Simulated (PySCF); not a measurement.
One of the candidates below gave these computed data.

All candidates are C4H7O (doublet state).

| technique | computed result |
| --- | --- |
| Rotational structure | rotational constants A, B, C: 14.620, 3.550, 3.230 GHz [PBE0-D3(BJ)/def2-SVP] |
| EPR couplings | largest isotropic hyperfine couplings (means over sets of like nuclei): 13C +260.6, 1H +101.3, 1H +66.3, 1H +45.7, 13C -22.2 MHz [unrestricted B3LYP/IGLO-III on C O, pcH-1 on H] |
| EPR g | 2.00270 [unrestricted B3LYP/IGLO-III on C O, pcH-1 on H, mean-field spin–orbit] |
| Dipole | 0.75 D [PBE0-D3(BJ)/def2-SVP] |

The electronic properties come from PySCF, for the isolated species, density fitting. Levels stand in brackets. The structure is a single PBE0-D3(BJ)/def2-SVP conformer in the gas phase; no vibrational or solvent corrections. Couplings of like nuclei are plain means over topologically equivalent atoms, as if these changed places fast (by rotation of a methyl-like group, say); in this geometry the members of some sets differ.

Question: Which candidate is it?
A. `CO[C@H]1[CH]C1` [doublet state]
B. `C=CO[CH]C` [doublet state]
C. `C=[C]OCC` [doublet state]
D. `[H]/[C]=C/OCC` [doublet state]
E. `[H]/[C]=C\CCO` [doublet state]

Answer: A. It is `CO[C@H]1[CH]C1` [doublet state]. Numbering: `[CH3:1][O:2][C@H:3]1[CH:4][CH2:5]1`. The optimised geometry has point group C1 and is an asymmetric top. The largest Mulliken spin population (0.95) sits on a carbon bonded to 2 C and H [C4]. The couplings belong to: 13C +260.6 MHz, carbon bonded to 2 C and H [C4]; 1H +101.3 MHz, hydrogen on C5; 1H +66.3 MHz, hydrogen on C5; 1H +45.7 MHz, hydrogen on C3; 13C -22.2 MHz, carbon bonded to 2 C and 2 H [C5].

The others, at the same levels:
- `[H]/[C]=C\CCO` [doublet state] fails: its computed isotropic g value is 2.00217 (against 2.00270), rotational constant A is 9.183 GHz (against 14.620 GHz) and smallest rotational constant is 2.949 GHz (against 3.230 GHz).
- `C=[C]OCC` [doublet state] fails: its computed isotropic g value is 2.00221 (against 2.00270), rotational constant A is 19.338 GHz (against 14.620 GHz) and smallest rotational constant is 2.487 GHz (against 3.230 GHz).
- `C=CO[CH]C` [doublet state] fails: its computed isotropic g value is 2.00303 (against 2.00270), rotational constant A is 28.451 GHz (against 14.620 GHz) and smallest rotational constant is 2.241 GHz (against 3.230 GHz).
- `[H]/[C]=C/OCC` [doublet state] fails: its computed isotropic g value is 2.00238 (against 2.00270), rotational constant A is 17.590 GHz (against 14.620 GHz) and smallest rotational constant is 2.581 GHz (against 3.230 GHz).

Each candidate is one conformer, not necessarily the lowest. The conformers computed, where there is a choice (atom-mapped SMILES and torsion angles):
- `[CH3:1][O:2][C@H:3]1[CH:4][CH2:5]1`: C1–O2–C3–C4 87°
- `[H]/[C:1]=[CH:2]\[CH2:3][CH2:4][OH:5]`: C1–C2–C3–C4 -100°, C2–C3–C4–O5 63°, H–O5–C4–C3 -53°
- `[CH2:1]=[C:2][O:3][CH2:4][CH3:5]`: C1–C2–O3–C4 -3°, C2–O3–C4–C5 -178°
- `[CH2:1]=[CH:2][O:3][CH:4][CH3:5]`: C1–C2–O3–C4 -179°, C2–O3–C4–C5 -173°
- `[H]/[C:1]=[CH:2]/[O:3][CH2:4][CH3:5]`: C1–C2–O3–C4 0°, C2–O3–C4–C5 180°
